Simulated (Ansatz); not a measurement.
One change: `C/N=C(\N)O` becomes `C/N=C(/O)C=O`.

Ansatz, PBE0-D4/def2-TZVP geometries, multiplicity 1. Each molecule was computed in one conformer, which needn't be the lowest.

| property | `C/N=C(\N)O` |
| --- | --- |
| HOMO energy (PBE/def2-TZVPP) / eV | -5.42 |
| LUMO energy (ωB97M-V/def2-TZVPP) / eV | 2.29 |
| HOMO–LUMO gap (PBE0/def2-TZVPP) / eV | 7.61 |
| LUMO energy (B3LYP/def2-TZVPP) / eV | 0.52 |
| HOMO–LUMO gap (PBE/def2-TZVPP) / eV | 5.48 |
| LUMO energy (PBE/def2-TZVPP) / eV | 0.06 |

(1) What does the change do to each property? (Estimate.)

## Answers

(1) Computed: 
```tsv
property	`C/N=C(/O)C=O`	shift
HOMO energy (PBE/def2-TZVPP) / eV	-5.81	-0.39
LUMO energy (ωB97M-V/def2-TZVPP) / eV	0.02	-2.27
HOMO–LUMO gap (PBE0/def2-TZVPP) / eV	5.06	-2.55
LUMO energy (B3LYP/def2-TZVPP) / eV	-2.51	-3.03
HOMO–LUMO gap (PBE/def2-TZVPP) / eV	2.53	-2.95
LUMO energy (PBE/def2-TZVPP) / eV	-3.28	-3.34
```

With PBE0 the HOMO falls by 0.60 eV and the LUMO falls by 3.15 eV, so the gap narrows by about 2.55 eV. PBE moves the HOMO by -0.39 eV and ωB97M-V by -0.68 eV.

B3LYP here is the variant with VWN-RPA as its local correlation; programs differ in this.
